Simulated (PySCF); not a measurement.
C2H6N2.
SMILES with atom numbers: `[H]/[N:1]=[CH:2]/[CH2:3][NH2:4]` (hydrogens: H5 on N1; H6 on C2; H7, H8 on C3; H9, H10 on N4)

Theory: PBE0-D3(BJ)/def2-SVP geometry optimisation, gas phase (PySCF).

Problem. Give the optimised bond lengths and angles.

Solution. 
| bond | length (Å) |
| --- | --- |
| N1=C2 | 1.268 |
| C2–C3 | 1.505 |
| C3–N4 | 1.439 |
| N1–H5 | 1.023 |
| C2–H6 | 1.110 |
| C3–H7, C3–H8 | 1.107 |
| N4–H9, N4–H10 | 1.020 |

Bonds in one row agree within 0.01 Å and their mean is given. A selection of angles:
| angle | degrees |
| --- | --- |
| C2–N1–H5 | 110.7 |
| N1–C2–C3 | 121.1 |
| N1–C2–H6 | 123.6 |
| C3–C2–H6 | 115.3 |
| C2–C3–N4 | 116.2 |
| C2–C3–H7 | 107.8 |
| N4–C3–H7 | 110.2 |
| H7–C3–H8 | 104.1 |
| C3–N4–H9 | 108.5 |
| H9–N4–H10 | 103.7 |

Dihedral angles: N1–C2–C3–N4 -1° (synperiplanar); H5–N1–C2–C3 180° (antiperiplanar).

The C–N distances run from 1.268 Å (N1=C2, drawn double) to 1.439 Å (C3–N4, drawn single), a spread of 0.171 Å. The 4 heavy atoms lie in one plane (0.002 Å rms). Of the pairs four or more bonds apart, N1···H10 is among the closest relative to their van der Waals radii: 2.68 Å, 97 % of the sum of Bondi's values. N4 (primary amine nitrogen) is pyramidal (angles 108.5°, 108.5° and 103.7°, sum 320.6°, 0.42 Å off the plane of its three neighbours).

Point group: Cs (every atom within 0.08 Å of its image). Whether it is a minimum is left open (no frequencies). One conformer, not necessarily the lowest (N1–C2–C3–N4 -1°, C2–C3–N4–H 57° and -55°).

Time: 10 s; peak memory 0.34 GiB. Hardware: one thread, Arm Neoverse V2 (aarch64), shared host with 32 logical CPUs at a one-minute load of 16. These figures are those of the optimisation.
